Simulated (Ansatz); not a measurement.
We consider fcc Pt, described by r²SCAN-D4 (PAW; Ansatz, an electronic-structure program).

Run with plane-wave cutoff 560 eV, 24×24×24 k mesh, Fermi–Dirac smearing 0.05 eV, scalar-relativistic PAW data made under PBE.

Pressure at four volumes; x = ln(V/15.175 Å³). One pressure is withheld.

```tsv
V (Å³/atom)	x	P (GPa)
14.264	-0.0619	20.44
15.175	0.0000	-0.03
15.782	0.0392	-9.90
16.085	0.0582	?
```

Question: Pass a parabola P(x) through the three rows shown, estimate the bulk modulus and its pressure derivative near zero pressure, and predict the withheld pressure.

Answer: Slopes between the rows: (-0.03 − (20.44))/(0.0000 − (-0.0619)) = -330.69 and (-9.90 − (-0.03))/(0.0392 − (0.0000)) = -251.79 GPa. Their difference over the span 0.1011 is c = 78.90/0.1011 = 780.4 GPa, so P(x) = 20.44 + (-330.69)(x − (-0.0619)) + 780.4 (x − (-0.0619))(x − (0.0000)). At the middle row B = −dP/dx = −[-330.69 + 780.4 × 0.0619] = 282.4 GPa, and B′ = dB/dP = 2c/B = 5.5. At x = 0.0582 the parabola gives -13.82 GPa; the run gives -13.94 GPa. The Birch–Murnaghan fit to the energies at all volumes has B0 = 280 GPa and B′ = 5.4.

Measured, for comparison: bulk modulus 289 GPa (corrected for temperature and zero-point phonon effects; as tabulated in Levämäki et al. (2014), arXiv:1402.3671). Computed (rounded) less measured: bulk modulus -3 %.

Spin–orbit coupling is not included.
